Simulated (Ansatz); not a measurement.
# AlHS: the cost of one run

The runs use Ansatz 0.2.0, Gaussian basis; def2-QZVPP, core rule «outside noble gas», up to 10 orbitals frozen.

To be run: UHF; ROHF; CCSD(T) on UHF.

2 further runs of the same task are left out: 2 set aside as unsound or not needed.

**1. The geometry**

The geometry is a PBE0/def2-TZVP stationary point (not a proven minimum) of the parent state, kept for this charge and spin.

3 atoms, charge 1, spin multiplicity 2.

Atoms are counted from 1 here; the program's logs count them from 0.

Bond lengths: Al1–S2 2.185 Å, S2–H3 1.348 Å. Angles: Al1–S2–H3 99.2°.

**2. UHF**

Input file in.yaml:

```yaml
crystal:
  periodic: [false, false, false]
  atoms:
    - {symbol: Al, position_ang: [0.000000, 0.032224, 1.206475]}
    - {symbol: S, position_ang: [0.000000, -0.066502, -0.975876]}
    - {symbol: H, position_ang: [0.000000, 1.252993, -1.251158]}
basis:
  gaussian: {orbitals: "def2-QZVPP.json"}
total_charge: 1
magnetization: {spin_polarized: true, initial_magnetization: 1}
hamiltonian: {xc: hf}
output: {orbitals: {seedname: orbitals}}
```

The run is started by

```sh
> ansatz run in.yaml --threads 1 --pin off --events-out ev --progress --plain --max-ram 2393MiB
```

What time and memory should one allow on 1 thread of Arm Neoverse N1, shared host?

About 7.5 s, with a peak of 0.31 GiB.
